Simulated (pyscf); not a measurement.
`[NH2][B]([NH2])[SH]` + `[NH3]` → `[NH2][B]([NH2])[NH2]` + `[SH2]` (four-centre exchange; singlet surface; B–S, H–N broken, B–N, H–S formed). Structures and frequencies: ωB97X-D3(BJ)/def2-SVP in PySCF. Energies in eV from the separated reactants.

```json
[
 {"level": "ωB97X-D3(BJ)/def2-TZVP", "barrier": "[?]", "reaction energy": "[?]"},
 {"level": "r²SCAN/def2-TZVP", "barrier": "0.72", "reaction energy": "-0.12"},
 {"level": "B3LYP-D3(BJ)/def2-TZVP", "barrier": "0.77", "reaction energy": "-0.16"},
 {"level": "M06-2X/def2-TZVP", "barrier": "[?]", "reaction energy": "-0.21"},
 {"level": "ωB97M-D3(BJ)/def2-TZVP", "barrier": "0.79", "reaction energy": "-0.17"},
 {"level": "HF/def2-TZVP", "barrier": "1.27", "reaction energy": "-0.28"}
]
```

Q: Some entries are withheld; supply them.

A: 
- ωB97X-D3(BJ)/def2-TZVP, barrier: 0.86
- ωB97X-D3(BJ)/def2-TZVP, reaction energy: -0.10
- M06-2X/def2-TZVP, barrier: 0.78

The functionals in the table span 0.14 eV in this barrier, from r²SCAN to ωB97X-D3(BJ)/def2-TZVP. On the reactant side the descent ends in an adduct with a B–N contact, 0.14 eV over the separated species and 0.73 eV under the saddle at ωB97X-D3(BJ)/def2-TZVP. On the product side the descent ends in a complex (not fully relaxed), 0.20 eV under the separated species and 1.16 eV under the saddle at ωB97X-D3(BJ)/def2-TZVP. What is counted as formed (B–N) is already present as a longer contact in the reactant adduct; forming that adduct is a step of its own. The products may also form a dative adduct at H₂N–B(NH₂)–NH₂; it and routes through it were not searched. This is the saddle that the search found; another between the same sides may lie lower.
